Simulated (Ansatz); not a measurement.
A made-up structure of C₂H₅B, singlet:

```tsv
atom	x (Å)	y (Å)	z (Å)
B1	0.4113	-0.7200	0.0321
C2	0.1276	0.7733	0.2725
C3	-0.8697	-0.0859	-0.4928
H4	-1.7895	-0.1771	-1.0117
H5	0.7397	1.4961	-0.2606
H6	-0.0949	1.0908	1.2878
H7	0.3693	-1.4260	0.9389
H8	1.2585	-0.9945	-0.6955
```

It is relaxed with PBE-D4/def2-SVP and then PBE0-D4/def2-TZVP (Ansatz 0.2.0). Atoms count as bonded within 1.22 times the sum of their covalent radii (H–H: 0.88 Å). The end point is not checked to be a true minimum.

**Question.** Does its bonding change? (A judgement: the text doesn't fix the answer.)

**Answer.** By the calculation: Yes. Formed: none; broken: B1–C2.

Where it ends: The first stage lowers the energy by 2.94 eV in 17 steps. It ends as C₂H₅B ([BH2][CH][CH2]):
```csv
atom,x (Å),y (Å),z (Å)
B1,0.4505,-1.2068,-0.1341
C2,-0.0894,1.2183,0.1152
C3,-0.5310,-0.0452,0.0711
H4,-1.6005,-0.2127,0.1854
H5,0.9690,1.4382,0.0063
H6,-0.7487,2.0708,0.2585
H7,0.0852,-2.3456,-0.1774
H8,1.6173,-0.9602,-0.2542
```

Labels in which every atom is bracketed show which atoms are joined, not bond orders.

For scale, one of the runs: PBE0-D4/def2-TZVP relaxation, 123 basis functions, launched by `ansatz run in.yaml --threads 2 --pin off --events-out ev --progress --plain --max-ram 4352MiB`. Hardware: 2 CPU threads of an Arm Neoverse V2, shared host. Wall time about 8.5 s.
